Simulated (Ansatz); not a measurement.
## NaTi: from a trial structure to a relaxed crystal

Theory: DFT PBE, scalar-relativistic, plane waves, PAW in Ansatz. Cutoff 420 eV, Γ-centred k mesh, Gaussian smearing, no spin polarisation in the final step.

The start puts NaTi on the CuPt (L1_1) structure type (R-3m, No. 166), with Na in place of Cu, Ti in place of Pt, at a guessed volume.

```xyz
2
Lattice="1.4578 0.8417 4.6434 -1.4578 0.8417 4.6434 0.0000 -1.6833 4.6434" Properties=species:S:1:pos:R:3 pbc="T T T"
Na    0.0000    0.0000    0.0000
Ti    0.0000    0.0000    6.9651
```

Cell and atoms relax at zero pressure; the relaxation can't lower the symmetry of the start. After a coarse first stage the cell is made exact in the group found at 0.06 Å.

The zero of energy is the elements' standard structures at the same level; no fitted shifts are applied.

Q: What does it relax into?

A: It keeps R-3m (No. 166). The result has the CuPt (L1_1) structure. Conventional cell: a = 2.875 Å, c = 17.946 Å. Na has 6 Na at 2.87 Å and 6 Ti at 3.42 Å; Ti is coordinated by 6 Ti at 2.87 Å and 6 Na at 3.42 Å.

```
Na Ti
1.0
     1.43736    0.82986    5.98207
    -1.43736    0.82986    5.98207
     0.00000   -1.65972    5.98207
Na Ti
1 1
Direct
  0.00000 0.00000 0.00000
  0.50000 0.50000 0.50000
```

Q: What are its volume, energy, density and gap?

A: The volume per atom is 21.41 Å³, the density is 2.75 g/cm³ and the energy over the elements is 0.61 eV/atom. The gap on the 24×24×24 mesh is 0 eV (a metal).

The final run used a 24×24×24 mesh on its 2-atom cell and 0.10 eV smearing. For metals, differences of a few meV/atom aren't resolved. A structure relaxed within its symmetry needn't be a true minimum.

Cost: 3 runs of about 3.9 core-minutes in all, on Intel Xeon Platinum 8259CL (Skylake/Cascade Lake) (shared hosts).